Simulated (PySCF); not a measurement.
Consider pyridazine, `c1ccnnc1` (C4H4N2). Non-hydrogen atoms are numbered in `[cH:1]1[cH:2][cH:3][n:4][n:5][cH:6]1`. These are map numbers, not IUPAC locants.

Energies: ωB97X-D3(BJ)/ma-def2-TZVP (PySCF, density fitting, integration grid level 2) on PBE0-D3(BJ)/def2-SVP structures. The prefix ma- adds one diffuse s and one diffuse p function on all atoms but H. Zero-point and thermal terms (298.15 K, 1 bar) come from unscaled PBE0-D3(BJ)/def2-SVP harmonic frequencies, with soft modes damped to free rotors in the entropy.

Question: What are the vertical and the adiabatic ionisation energy for forming the radical cation?

Answer: 9.17 eV vertical and 8.63 eV adiabatic, the latter with zero-point energy.

Question: Where does the unpaired spin of the relaxed radical cation sit?

Answer: N5 (pyridine-type nitrogen) 0.46, N4 (pyridine-type nitrogen) 0.46 (intrinsic atomic orbital populations).

Question: How far is −ε(HOMO) from the vertical value by ΔSCF?

Answer: −ε(HOMO) = 9.41 eV, which is 0.24 eV above the ΔSCF value.
